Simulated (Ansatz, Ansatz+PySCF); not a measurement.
```yaml
atoms:
  - { symbol: C, position_ang: [0.0000, -0.3883, -1.7561] }
  - { symbol: C, position_ang: [0.0000, 0.3818, -0.5880] }
  - { symbol: C, position_ang: [0.0000, -0.3818, 0.5880] }
  - { symbol: C, position_ang: [0.0000, 0.3883, 1.7561] }
  - { symbol: H, position_ang: [0.0000, 0.1908, -2.5870] }
  - { symbol: H, position_ang: [0.8165, -0.9879, -1.8020] }
  - { symbol: H, position_ang: [-0.8165, -0.9879, -1.8020] }
  - { symbol: H, position_ang: [-0.8094, 0.9968, -0.5846] }
  - { symbol: H, position_ang: [0.8094, 0.9968, -0.5846] }
  - { symbol: H, position_ang: [0.8094, -0.9968, 0.5846] }
  - { symbol: H, position_ang: [-0.8094, -0.9968, 0.5846] }
  - { symbol: H, position_ang: [0.0000, -0.1908, 2.5870] }
  - { symbol: H, position_ang: [0.8165, 0.9879, 1.8020] }
  - { symbol: H, position_ang: [-0.8165, 0.9879, 1.8020] }
```

RHF-MP2 on singlet C4H10 was run in several spherical basis sets with Ansatz (development build ahead of 0.2.0). Frozen core: 4 orbitals. Caution for RHF-MP2: no unrestricted run beside it, a lower state can exist.

**Question.** Rank the basis sets by the total energy that they give, lowest first, with the distance from the lowest.
A. 6-31G(d)
B. def2-SVP
C. cc-pVDZ

**Answer.** C (0.00 eV), A (1.77 eV), B (3.10 eV).

Totals follow the description of the cores as much as that of the bonds, so this order isn't one of quality for chemistry.
